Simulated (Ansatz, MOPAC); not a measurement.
Species: CH3S (charge -1, singlet). SMILES: [CH2-]S

Atoms: C1, S2, H3, H4, H5. Bonds: C1-S2, C1-H4, C1-H5, S2-H3.

Bond lengths (Å) and angles (degrees) optimised at AM1 with MOPAC; PM7 with MOPAC; MNDO with MOPAC; HF/3-21G with Ansatz (a quantum-chemistry and plane-wave program); HF/6-31G* with Ansatz; B3LYP/LANL2DZ with Ansatz, each started from the B3LYP-D3(BJ)/def2-TZVP structure (Ansatz) of the last column. A row stands for all coordinates that are equal there. 6-31G* holds six Cartesian d functions. No wavenumbers were computed at MNDO, B3LYP/LANL2DZ, so these may be saddle points.

```csv
coordinate,AM1,PM7,MNDO,HF/3-21G,HF/6-31G*,B3LYP/LANL2DZ,B3LYP-D3(BJ)/def2-TZVP
C1-S2,1.587,1.655,1.607,2.070,1.809,1.865,1.752
C1-H4,1.088,1.055,1.082,1.104,1.095,1.104,1.095
S2-H3,1.356,1.328,1.346,1.375,1.364,1.468,1.412
S2-C1-H4,123.0,122.2,122.0,99.2,108.2,110.6,113.0
C1-S2-H3,107.7,109.8,105.3,108.3,112.0,112.5,112.1
H4-C1-H5,113.9,115.6,115.9,105.0,107.3,111.1,110.7
```

Mean signed difference of all 4 bond lengths from B3LYP-D3(BJ)/def2-TZVP: AM1 -0.059 Å, PM7 -0.065 Å, MNDO -0.060 Å, HF/3-21G 0.074 Å, HF/6-31G* 0.002 Å, B3LYP/LANL2DZ 0.046 Å.
